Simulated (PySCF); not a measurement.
# NO⁺: frontier orbitals

BLYP at R = 1.056 Å; basis N def2-TZVPPD, O def2-TZVPPD; no relativity; PySCF 2.14. State: ¹Σ⁺ (singlet), closed shell. Only the outer orbitals are listed, counted within each symmetry.

| orbital | occ. | ε (eV) | on N (%) | main shells (%) |
| --- | --- | --- | --- | --- |
| 3σ | 2 | -45.59 | 37 | 50 O s, 23 N s, 13 O p |
| 4σ | 2 | -27.63 | 26 | 42 O s, 32 O p, 27 N s |
| 1π | 2 | -25.35 | 37 | 62 O p, 35 N p |
| 1π | 2 | -25.35 | 37 | 62 O p, 35 N p |
| 5σ | 2 | -23.10 | 79 | 40 N s, 39 N p, 18 O p |
| 2π | 0 | -14.40 | 63 | 63 N p, 36 O p |
| 2π | 0 | -14.40 | 63 | 63 N p, 36 O p |
| 6σ | 0 | -5.49 | 7 | 96 O s |

**Question.** Which are the highest filled and the lowest empty level, where do they sit, and how wide is the gap?

**Answer.** Highest filled 5σ at -23.10 eV (in %: 40 N s, 39 N p, 18 O p); lowest empty 2π at -14.40 eV (in %: 63 N p, 36 O p); the gap at BLYP is 8.70 eV.

```
bond order (Mayer)                                                                                                : 2.61
⟨S²⟩                                                                                                              : 0.000
charge on N (Mulliken, basis-dependent)                                                                           : 0.69
charge on N (Löwdin, basis-dependent)                                                                             : 0.51
dipole moment (positive dipole points towards O; it is taken about the centre of mass and depends on that origin) : -0.32 D
```
